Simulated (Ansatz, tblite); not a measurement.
**The cluster RuO₂: one state, many levels**

How do method and basis change the picture of the cluster RuO₂ (singlet)?

Computed with Ansatz 0.2.0, Gaussian basis. Level: as each input shows.

Levels to be run: GFN1-xTB, GFN2-xTB, PBE-D4/def2-TZVP, r2SCAN-D4/def2-TZVP, ωB97X-V/def2-TZVP, HSE06-D4/def2-TZVP, LC-ωPBE/def2-TZVP, HF/def2-TZVP, ωB97M-V/def2-TZVP, PBE-D4/def2-SVP, PBE0-D4/def2-SVP, PBE0-D4/def2-TZVPD, PBE-D4/def2-TZVPD, r2SCAN-D4/def2-TZVPD, CCSD(T)/def2-TZVPP, MP2/def2-TZVP, RPA/def2-TZVP, CCSD(T)/def2-TZVPD.

5 further runs of the same task are left out: 1 that didn't finish, 4 set aside as unsound or not needed. Runs told in other sessions of the task aren't counted.

## (1) The structure

The geometry is that of the singlet, from an earlier relaxation (B3LYP-D4/def2-TZVP). At that level it is the lowest of the isomers that a small search found.

3 atoms, charge 0, spin multiplicity 1.

Bond lengths: Ru1–O2 1.672 Å, Ru1–O3 1.672 Å. Angles: O2–Ru1–O3 154.7°.

Geometry (Å):

| atom | x (Å) | y (Å) | z (Å) |
| --- | --- | --- | --- |
| Ru1 | 0.01392 | 0.13554 | -0.20228 |
| O2 | -1.59890 | -0.30454 | -0.16704 |
| O3 | 1.58499 | 0.16901 | 0.36931 |

Ru takes a core potential in the def2 sets. No spin-orbit coupling is included.

PBE0-D4/def2-TZVP was run before; its log isn't repeated, and its numbers join the tables.

## (2) GFN1-xTB

Tight binding, by tblite at 300 K electronic temperature and without a spin-polarisation term:

```python
tblite.interface.Calculator('GFN1-xTB', numbers, positions, charge=0, uhf=0).singlepoint()
```

Energy -343.8473 eV, HOMO -13.25 eV, LUMO -11.30 eV; 0.001 s.

## (3) GFN2-xTB

Tight binding, by tblite at 300 K electronic temperature and without a spin-polarisation term:

```python
tblite.interface.Calculator('GFN2-xTB', numbers, positions, charge=0, uhf=0).singlepoint()
```

Energy -303.4202 eV, HOMO -14.33 eV, LUMO -13.46 eV; 0.002 s.

## (4) PBE-D4/def2-TZVP

start.molden holds the orbitals of an earlier run on this state, given as this run's starting guess.

in.yaml

```yaml
crystal:
  periodic: [false, false, false]
  atoms:
    - {symbol: Ru, position_ang: [0.013916, 0.135537, -0.202281]}
    - {symbol: O, position_ang: [-1.598902, -0.304544, -0.167037]}
    - {symbol: O, position_ang: [1.584986, 0.169006, 0.369308]}
basis:
  gaussian: {orbitals: def2-TZVP, initial_orbitals: start.molden}
hamiltonian: {xc: pbe, dispersion: d4}
scf: {omitted_lower_state_checks: [starts]}
output: {orbitals: {seedname: orbitals}}
```

The run is started by

```bash
$ ansatz run in.yaml --threads 4 --pin off --events-out ev --progress --plain --max-ram 3916MiB
```

The runs that follow: r2SCAN-D4/def2-TZVP; ωB97X-V/def2-TZVP; HSE06-D4/def2-TZVP; LC-ωPBE/def2-TZVP; HF/def2-TZVP; ωB97M-V/def2-TZVP; PBE-D4/def2-SVP; PBE0-D4/def2-SVP; PBE0-D4/def2-TZVPD; PBE-D4/def2-TZVPD; r2SCAN-D4/def2-TZVPD; CCSD(T)/def2-TZVPP; MP2/def2-TZVP; RPA/def2-TZVP; CCSD(T)/def2-TZVPD.

Q: Predict the results of all the runs planned. Wanted: gap in def2-TZVP, named functionals and Hartree-Fock, smallest and largest; correlation energy, CCSD(T)/def2-TZVPP; correlation energy, MP2/def2-TZVP; correlation energy, CCSD(T)/def2-TZVPD; binding an atom, functionals in def2-TZVP; PBE0 total energy, smallest basis above largest.

**Answer**, as computed:

| quantity | value |
| --- | --- |
| gap in def2-TZVP, named functionals and Hartree-Fock, smallest and largest | 0.79 eV (PBE-D4), 10.85 eV (HF) |
| correlation energy, CCSD(T)/def2-TZVPP | -31.62 eV |
| correlation energy, MP2/def2-TZVP | -28.96 eV |
| correlation energy, CCSD(T)/def2-TZVPD | -28.24 eV |
| binding an atom, functionals in def2-TZVP | 3.22 (PBE0-D4) to 3.99 eV (PBE-D4) |
| PBE0 total energy, smallest basis above largest | 5.82 eV (def2-SVP, def2-TZVPD) |

Over the named functionals and Hartree-Fock in def2-TZVP the gap runs from 0.79 eV (PBE-D4) to 10.85 eV (HF); exact exchange widens it. Notes on CCSD(T)/def2-TZVPP and its Hartree-Fock reference, which MP2 shares: restricted state is unstable towards broken spin symmetry.
